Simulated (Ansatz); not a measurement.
```yaml
crystal:
  periodic: [false, false, false]
  atoms:
    - {symbol: C, position_ang: [-0.522747, 1.147403, 1.394837]}
    - {symbol: C, position_ang: [-0.647214, 0.167199, 0.513430]}
    - {symbol: C, position_ang: [0.499717, -0.554122, -0.104015]}
    - {symbol: C, position_ang: [0.437358, -0.667728, -1.602400]}
    - {symbol: O, position_ang: [-0.474406, -0.293252, -2.284782]}
    - {symbol: H, position_ang: [0.450989, 1.498061, 1.723557]}
    - {symbol: H, position_ang: [-1.390062, 1.638658, 1.819535]}
    - {symbol: H, position_ang: [-1.635682, -0.148480, 0.192681]}
    - {symbol: H, position_ang: [0.563018, -1.589569, 0.266238]}
    - {symbol: H, position_ang: [1.460115, -0.097523, 0.163062]}
    - {symbol: H, position_ang: [1.324313, -1.157746, -2.061442]}
basis:
  gaussian: {orbitals: pcseg-2, point_charges: [{charge: 1.00, position_ang: [5.489, 0.413, -0.541]}]}
hamiltonian: {xc: {name: PBE-QIDH}}
output: {forces: true}
```

```sh
$ ansatz run in.yaml --threads 4 --pin off --events-out ev --progress --plain --max-ram 10444MiB
```

Shortened log:

```
Functional definition: PBE-QIDH
1377 factors; integrals over basis functions are off by at most 8.3e-4 eV
mean field evaluation 1: about -6271.4778 eV, gradient 4.6e1 eV
mean field evaluation 2: about -6271.6656 eV, gradient 4.6e1 eV
mean field evaluation 4: about -6276.2862 eV, gradient 7.9e0 eV
mean field evaluation 8: about -6276.4160 eV, gradient 4.6e-1 eV
mean field evaluation 16: about -6276.4167 eV, gradient 2.8e-4 eV
mean field -6276.41674946 eV, -230.6540612345 hartree, gradient 8.7e-6 eV, S^2 0.000000; 0 other end points of the search recorded, 0 dependent functions left out
5 core orbitals not correlated: weight in the atoms' cores, before any rotation towards them, 1.000 or more for the frozen orbitals, at most 0.000 for the correlated occupied ones
reference -6276.41676415 eV, -230.6540617743 hartree; 14, 14 occupied and 215, 215 virtual orbitals, 1377 factors
second order -26.71109231 eV of doubles, -0.00000000 eV of singles
Total energy: -6285.32046158 eV, -230.9812666199 hartree
Atom 0 at    -0.522747     1.147403     1.394837 Å, force     0.008493     0.070171     0.035091 eV/Å
Atom 1 at    -0.647214     0.167199     0.513430 Å, force    -0.139198     0.037211    -0.038985 eV/Å
Atom 2 at     0.499717    -0.554122    -0.104015 Å, force     0.050145    -0.218289     0.085273 eV/Å
Atom 3 at     0.437358    -0.667728    -1.602400 Å, force    -0.201274     0.097429    -0.160605 eV/Å
Atom 4 at    -0.474406    -0.293252    -2.284782 Å, force     0.366246    -0.127805     0.221860 eV/Å
Atom 5 at     0.450989     1.498061     1.723557 Å, force    -0.188300    -0.074442    -0.053893 eV/Å
Atom 6 at    -1.390062     1.638658     1.819535 Å, force     0.198182    -0.119869    -0.095270 eV/Å
Atom 7 at    -1.635682    -0.148480     0.192681 Å, force     0.229734     0.052281     0.078663 eV/Å
Atom 8 at     0.563018    -1.589569     0.266238 Å, force    -0.043681     0.206202    -0.076094 eV/Å
Atom 9 at     1.460115    -0.097523     0.163062 Å, force    -0.155452     0.000570    -0.015582 eV/Å
Atom 10 at     1.324313    -1.157746    -2.061442 Å, force    -0.153302     0.060016     0.031272 eV/Å
Dipole moment:     0.163099    -0.159862     0.392644 e Å
```

Hardware: 4 threads of an Intel Xeon 6975P-C on a shared host. Wall time 5.5 s, peak host memory 0.76 GiB.
